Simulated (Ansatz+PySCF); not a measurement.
**singlet HClO: levels of theory in one basis**

```xyz
3

O     0.0000    0.9058   -0.7725
H     0.0000    1.7222   -0.1184
Cl    0.0000   -0.5276    0.3705
```

Basis set: def2-SVP (spherical functions). Left uncorrelated: 6 orbitals. Charge 0, multiplicity 1.

Computed with Ansatz (development build ahead of 0.2.0); each method stands on the lowest determinant of its kind that the runs found.

| method | E − E(RHF) (eV) | <S²> of the determinant |
| --- | --- | --- |
| RHF | 0.00 | 0.00 |
| UHF | -0.02 | 0.15 |
| UHF-MP2 | -8.84 | 0.15 |
| RHF-CCSD | -9.70 | – |
| UHF-CCSD | -9.69 | 0.15 |
| RHF-CCSD(T) | -9.95 | – |
| UHF-CCSD(T) | -9.94 | 0.15 |

Task: What does RHF-MP2 give on the same scale?

Result: -9.15 eV.

Task: Is a single determinant a sound starting point here?

Result: Only with care. Unrestricted orbitals gain 0.02 eV and <S²> is 0.15 against 0.00 for a pure state, so spin symmetry breaks but gains little energy; restricted orbitals can still serve.

Caution for UHF, UHF-MP2, UHF-CCSD, UHF-CCSD(T): the unrestricted determinant is spin contaminated. Caution for UHF-MP2: another reference gives a lower total.
